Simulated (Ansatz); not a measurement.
A run of Ansatz (development build ahead of 0.2.0) on singlet C₃H₈ at this shape:

```xyz
11

C     0.0000   -0.2568   -1.2710
C     0.0000    0.5795    0.0000
C     0.0000   -0.2568    1.2710
H     0.0000    0.3730   -2.1741
H     0.8875   -0.9088   -1.3208
H    -0.8875   -0.9088   -1.3208
H    -0.8792    1.2471    0.0000
H     0.8792    1.2471    0.0000
H     0.0000    0.3730    2.1741
H    -0.8875   -0.9088    1.3208
H     0.8875   -0.9088    1.3208
```

Its results:

```json
{
  "Converged": "yes",
  "Reference energy": "-118.30650 hartree",
  "Correlation energy": "-0.54452 hartree",
  "Total energy": "-118.85102 hartree",
  "Spin squared of the determinant": "0.000"
}
```

**Question.** Which input gives this output? Name the method, the orbitals and the basis set, and write the input.

**Answer.** RHF-MP2 in cc-pVTZ. An unrestricted run that stays on the closed shell gives the same numbers.

```yaml
crystal:
  periodic: [false, false, false]
  atoms:
    - { symbol: C, position_ang: [0.0, -0.25683, -1.27099] }
    - { symbol: C, position_ang: [0.0, 0.57948, 0.0] }
    - { symbol: C, position_ang: [0.0, -0.25683, 1.27099] }
    - { symbol: H, position_ang: [0.0, 0.37295, -2.17406] }
    - { symbol: H, position_ang: [0.88755, -0.90876, -1.32081] }
    - { symbol: H, position_ang: [-0.88755, -0.90876, -1.32081] }
    - { symbol: H, position_ang: [-0.87918, 1.24711, 0.0] }
    - { symbol: H, position_ang: [0.87918, 1.24711, 0.0] }
    - { symbol: H, position_ang: [0.0, 0.37295, 2.17406] }
    - { symbol: H, position_ang: [-0.88755, -0.90876, 1.32081] }
    - { symbol: H, position_ang: [0.88755, -0.90876, 1.32081] }
basis:
  gaussian: { orbitals: cc-pVTZ }
hamiltonian:
  xc: hf
correlation:
  method: mp2
  frozen_orbitals: { C: 1, H: 0 }
```
